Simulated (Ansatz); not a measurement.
# Sr₃ZnGa₂: from a trial structure to a relaxed crystal

All numbers below come from DFT PBE, scalar-relativistic, plane waves, PAW in Ansatz. Cutoff 420 eV, Γ-centred k mesh, Gaussian smearing, no spin polarisation in the final step.

Sr₃ZnGa₂ was placed on the sites of a reported ScCo3B2 cell (P6/mmm, No. 191), with Zn in place of Sc, Ga in place of B, Sr in place of Co, at a guessed volume.

```xyz
6
Lattice="6.4935 0.0000 0.0000 -3.2468 5.6235 0.0000 0.0000 0.0000 3.9540" Properties=species:S:1:pos:R:3 pbc="T T T"
Sr    3.2468    0.0000    1.9770
Sr    1.6234    2.8118    1.9770
Sr   -1.6234    2.8118    1.9770
Zn    0.0000    0.0000    0.0000
Ga    0.0000    3.7490    0.0000
Ga    3.2468    1.8745    0.0000
```

Cell and atoms relax at zero pressure; the relaxation can't lower the symmetry of the start. After a coarse first stage the cell is made exact in the group found at 0.06 Å.

Energies over the elements count from the elements' standard structures at the same level, with no empirical corrections.

**Question.** Which crystal results?

**Answer.** It keeps P6/mmm (No. 191), but not the shape of the type it started on. Conventional cell: a = 8.785 Å, c = 3.946 Å. Around Sr lie 4 Ga at 3.21 Å; Zn is coordinated by 2 Zn at 3.95 Å; Ga has 6 Sr at 3.21 Å and 2 Ga at 3.95 Å.

```xyz
6
Lattice="8.7846 0.0000 0.0000 -4.3923 7.6077 0.0000 0.0000 0.0000 3.9459" Properties=species:S:1:pos:R:3 pbc="T T T"
Sr    4.3923    0.0000    1.9730
Sr    2.1961    3.8038    1.9730
Sr   -2.1961    3.8038    1.9730
Zn    0.0000    0.0000    0.0000
Ga    0.0000    5.0718    0.0000
Ga    4.3923    2.5359    0.0000
```

**Question.** What are its volume, energy, density and gap?

**Answer.** The volume per atom is 44.0 Å³ and the density is 2.9 g/cm³. The energy over the elements is 0.14 eV/atom and the gap on the 6×6×10 mesh is 0 eV (a metal).

The final run used a 6×6×10 mesh on its 6-atom cell and 0.10 eV smearing. The k mesh leaves about 4 meV/atom of noise in metals. No dispersion correction is applied, so the spacing between layers, chains or molecules is poorly fixed, and with it the volume and density. Symmetry constrained the relaxation, so the result can be a saddle point. The steps took roughly 7 core-minutes in all.